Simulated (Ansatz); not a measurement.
## Ansatz (development build ahead of 0.2.0) run

```yaml
crystal:
  periodic: [false, false, false]
  atoms:
    - { symbol: C, position_ang: [0.0, -0.38832, -1.75612] }
    - { symbol: C, position_ang: [0.0, 0.38176, -0.58801] }
    - { symbol: C, position_ang: [0.0, -0.38176, 0.58801] }
    - { symbol: C, position_ang: [0.0, 0.38832, 1.75612] }
    - { symbol: H, position_ang: [0.0, 0.19075, -2.58697] }
    - { symbol: H, position_ang: [0.81648, -0.98789, -1.80202] }
    - { symbol: H, position_ang: [-0.81648, -0.98789, -1.80202] }
    - { symbol: H, position_ang: [-0.80939, 0.9968, -0.58458] }
    - { symbol: H, position_ang: [0.80939, 0.9968, -0.58458] }
    - { symbol: H, position_ang: [0.80939, -0.9968, 0.58458] }
    - { symbol: H, position_ang: [-0.80939, -0.9968, 0.58458] }
    - { symbol: H, position_ang: [0.0, -0.19075, 2.58697] }
    - { symbol: H, position_ang: [0.81648, 0.98789, 1.80202] }
    - { symbol: H, position_ang: [-0.81648, 0.98789, 1.80202] }
basis:
  gaussian: { orbitals: cc-pVDZ }
hamiltonian:
  xc: hf
correlation:
  method: mp2
  frozen_orbitals: { C: 1, H: 0 }
```

The input is written out in the form of the current development build from the run's settings.

Output:

| Item | Value |
| --- | --- |
| Converged | yes |
| Reference energy | -157.22409 hartree |
| Correlation energy | -0.57702 hartree |
| Total energy | -157.80111 hartree |
| Spin squared of the determinant | 0.000 |

Caution: no unrestricted run beside it, a lower state can exist.
